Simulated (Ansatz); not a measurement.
A made-up structure of C₂H₄N (charge +1), closed shell:

```xyz
7
angstrom
C -1.0319 0.3317 -0.6459
C 0.0128 -0.0043 0.0079
N 1.0364 -0.3332 0.6488
H -1.8356 -0.3858 -0.8015
H -1.1246 1.3375 -1.0516
H -0.8196 0.1191 0.3706
H 1.8491 -0.7361 0.1829
```

It is relaxed with PBE-D4/def2-SVP and then PBE0-D4/def2-TZVP (Ansatz 0.2.0). Atoms count as bonded within 1.22 times the sum of their covalent radii (H–H: 0.88 Å). The end point is not checked to be a true minimum.

Problem. Does its bonding change? (Judge from chemistry; the calculation decides.)

Solution. Computed: Yes. Formed: none; broken: C2–H6.

Where it ends: The first stage lowers the energy by 5.62 eV in 10 steps. It ends as C₂H₄N ([CH3][C][NH]), total charge +1:
C1  (-1.127, 0.355, -0.377)
C2  (0.186, -0.119, -0.081)
N3  (1.232, -0.497, 0.156)
H4  (-1.686, -0.437, -0.885)
H5  (-1.051, 1.233, -1.026)
H6  (-1.628, 0.624, 0.558)
H7  (2.161, -0.831, 0.366)
(Å)

Labels in which every atom is bracketed show which atoms are joined, not bond orders.

For scale, one of the runs: PBE0-D4/def2-TZVP relaxation, 117 basis functions, launched by `ansatz run in.yaml --threads 2 --pin off --events-out ev --progress --plain --max-ram 4352MiB`. Hardware: 2 CPU threads of an Arm Neoverse V1, shared host. Wall time about 6.5 s.
